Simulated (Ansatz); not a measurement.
# Which is lower?

Two relaxed structures of CH5OSi (charge -1), closed shell (PBE0-D4/def2-TZVPD; forces vanish, vibrations not checked).

A:

```xyz
8
angstrom
C -0.5058 1.0307 -0.2224
O -0.4401 -0.1360 0.5107
Si 0.4279 -1.4835 -0.2056
H -0.7032 0.8439 -1.2950
H 0.4308 1.6176 -0.1711
H -1.3126 1.6737 0.1632
H 1.8783 -1.1079 0.2323
H 0.2246 -2.4384 0.9879
```

B:

```
8
angstrom
C -0.1881 0.7429 -0.1143
O -0.5826 -0.1579 1.0034
Si 0.3695 -1.0830 -0.0362
H -0.1152 -1.6677 -1.3564
H 0.3931 1.5986 0.2603
H -1.0751 1.1117 -0.6506
H 1.8885 -1.0025 -0.1145
H 0.2961 -2.4062 0.7909
```

Ansatz 0.2.0; basis: def2-TZVPPD; cores frozen in the correlated methods. B3LYP uses VWN-RPA correlation.

**Question.** Which structure is lower at CCSD(T), and by how much? (Judge from chemistry; the value comes from the calculation.)

**Answer.** Computed: A, by 0.554 eV (electronic energy, against the other). By their contacts, A is CH₅OSi ([CH3][O][SiH2]), total charge -1 and B is CH₅OSi ([CH2]1[O][SiH3]1), total charge -1.

All methods give the same order:

| method | E(B) − E(A) (eV) |
| --- | --- |
| PBE-D4 | 0.537 |
| r2SCAN-D4 | 0.471 |
| PBE0-D4 | 0.562 |
| B3LYP-D4 | 0.633 |
| wB97M-V | 0.562 |
| HF | 0.811 |
| MP2 | 0.426 |
| CCSD | 0.596 |
| CCSD(T) | 0.554 |

T1 diagnostic: at most 0.014.

Labels in which every atom is bracketed show which atoms are joined, not bond orders.

For scale, one of the runs: CCSD(T)/def2-TZVPPD, 210 basis functions, launched by `ansatz run in.yaml --threads 2 --pin off --events-out ev --progress --plain --max-ram 4352MiB`. The run took 65 s on 2 CPU threads of an Arm Neoverse V2 (shared host), with 2.8 GiB of host memory at its peak.
